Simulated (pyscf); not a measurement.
F–Mo(F)(F)(F)(F)–SH (SMILES [F][Mo]([F])([F])([F])([F])[SH]) → F–Mo(F)(F)(F)=S (SMILES [F][Mo]([F])([F])([F])=[S]) + HF (SMILES F), an elimination (singlet surface; H–S, F–Mo broken, F–H formed). Structures and frequencies: ωB97X-D3(BJ)/def2-SVP in PySCF. Energies in kcal/mol from the reactant's lowest minimum found.

AM1 to PM7: differences of heats of formation from MOPAC. 

### Question
In single points PM6 puts the saddle at 24.3 kcal/mol and the reaction energy at -6.6 kcal/mol. Should these be trusted to within a few kcal/mol? Compare with ωB97M-D3(BJ)/def2-TZVP.

### Answer
ωB97M-D3(BJ)/def2-TZVP gives ΔE‡ = 18.3 kcal/mol and ΔE = -13.3 kcal/mol. PM6 lies 6.0 kcal/mol over it in the barrier and 6.7 kcal/mol over it in the reaction energy, so on this step it does not hold to within 3.0 kcal/mol. ωB97M-D3(BJ)/def2-TZVP has limits of its own. On the product side the descent ends in a complex (not fully relaxed), 4.1 kcal/mol under the separated species and 34.1 kcal/mol under the saddle at ωB97X-D3(BJ)/def2-TZVP. One saddle was located; it need not be the lowest between these sides. Elements past Kr carry the def2 core potentials, without spin-orbit coupling.
